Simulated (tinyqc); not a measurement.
Inside a calculation. Method: RKS/exchange-only LDA in the sto-3g basis, for LiH, spin multiplicity 1. One step of it, computed by the program tinyqc.

Question. Iteration 2: building the Kohn-Sham matrix. J_ij = sum D_kl (ij|kl); F = H + J + V_xc; E = tr D H + tr D J / 2 + E_xc + E_nn.

D after iteration 1, lower triangle:
```
            1Li 1s    1Li 2s   1Li 2px   1Li 2py   1Li 2pz     2H 1s
1Li 1s    2.063196
1Li 2s   -0.250269  1.060351
1Li 2px   0.000000  0.000000  0.000000
1Li 2py   0.000000  0.000000  0.000000  0.000000
1Li 2pz  -0.140906  0.366557  0.000000  0.000000  0.128193
2H 1s    -0.177451  0.527015  0.000000  0.000000  0.183626  0.263341
```

core Hamiltonian H = T + V (hartree), lower triangle:
```
            1Li 1s     1Li 2s    1Li 2px    1Li 2py    1Li 2pz      2H 1s
1Li 1s   -4.756311
1Li 2s   -1.069020  -1.405747
1Li 2px   0.000000   0.000000  -1.144275
1Li 2py   0.000000   0.000000   0.000000  -1.144275
1Li 2pz  -0.018040  -0.126917   0.000000   0.000000  -1.246288
2H 1s    -0.366851  -0.749983   0.000000   0.000000  -0.882271  -1.513175
```

Two-electron integrals (ij|kl) in chemists' order, unique and non-zero (hartree):
```
(11|11) 1.680395   (21|11) 0.265420   (21|21) 0.049941   (22|11) 0.397727
(22|21) 0.092860   (22|22) 0.290562   (31|31) 0.008981   (32|31) 0.013788
(32|32) 0.064184   (33|11) 0.396640   (33|21) 0.092880   (33|22) 0.290497
(33|33) 0.312946   (41|41) 0.008981   (42|41) 0.013788   (42|42) 0.064184
(43|43) 0.016869   (44|11) 0.396640   (44|21) 0.092880   (44|22) 0.290497
(44|33) 0.279207   (44|44) 0.312946   (51|51) 0.008981   (52|51) 0.013788
(52|52) 0.064184   (53|53) 0.016869   (54|54) 0.016869   (55|11) 0.396640
(55|21) 0.092880   (55|22) 0.290497   (55|33) 0.279207   (55|44) 0.279207
(55|55) 0.312946   (61|11) 0.086379   (61|21) 0.016321   (61|22) 0.030802
(61|33) 0.030438   (61|44) 0.030438   (61|51) 0.001927   (61|52) 0.003690
(61|55) 0.031544   (61|61) 0.005829   (62|11) 0.165142   (62|21) 0.038835
(62|22) 0.124203   (62|33) 0.118316   (62|44) 0.118316   (62|51) 0.006364
(62|52) 0.035369   (62|55) 0.135846   (62|61) 0.015055   (62|62) 0.082765
(63|31) 0.003478   (63|32) 0.015174   (63|53) 0.005760   (63|63) 0.006694
(64|41) 0.003478   (64|42) 0.015174   (64|54) 0.005760   (64|64) 0.006694
(65|11) 0.194140   (65|21) 0.046217   (65|22) 0.153762   (65|33) 0.143641
(65|44) 0.143641   (65|51) 0.009945   (65|52) 0.054075   (65|55) 0.173810
(65|61) 0.018810   (65|62) 0.113174   (65|65) 0.157781   (66|11) 0.348308
(66|21) 0.083458   (66|22) 0.289391   (66|33) 0.264707   (66|44) 0.264707
(66|51) 0.016756   (66|52) 0.108276   (66|55) 0.338268   (66|61) 0.034207
(66|62) 0.236084   (66|65) 0.336801   (66|66) 0.774606
```

nuclear repulsion = 1.05064966 hartree

V_xc (hartree), lower triangle:
```
            1Li 1s     1Li 2s    1Li 2px    1Li 2py    1Li 2pz      2H 1s
1Li 1s   -0.968145
1Li 2s   -0.126896  -0.164535
1Li 2px   0.000000   0.000000  -0.156221
1Li 2py   0.000000   0.000000   0.000000  -0.156221
1Li 2pz  -0.004239  -0.046607   0.000000   0.000000  -0.176269
2H 1s    -0.043182  -0.110092   0.000000   0.000000  -0.146695  -0.323243
```

E_xc = sum of w rho eps_xc = -1.80277652 hartree

Give: Coulomb J; Kohn-Sham matrix F; total energy of this density.

Answer.

Coulomb J (hartree), lower triangle:
```
         1Li 1s  1Li 2s  1Li 2px  1Li 2py  1Li 2pz  2H 1s
1Li 1s    4.113
1Li 2s    0.707   1.372
1Li 2px   0.000   0.000    1.352
1Li 2py   0.000   0.000    0.000    1.352
1Li 2pz   0.022   0.128    0.000    0.000    1.405
2H 1s     0.239   0.680    0.000    0.000    0.859  1.666
```

Kohn-Sham matrix F (hartree), lower triangle:
```
         1Li 1s  1Li 2s  1Li 2px  1Li 2py  1Li 2pz   2H 1s
1Li 1s   -1.611
1Li 2s   -0.489  -0.198
1Li 2px   0.000   0.000    0.052
1Li 2py   0.000   0.000    0.000    0.052
1Li 2pz  -0.001  -0.046    0.000    0.000   -0.018
2H 1s    -0.171  -0.180    0.000    0.000   -0.170  -0.170
```

total energy of this density = -7.53083 hartree
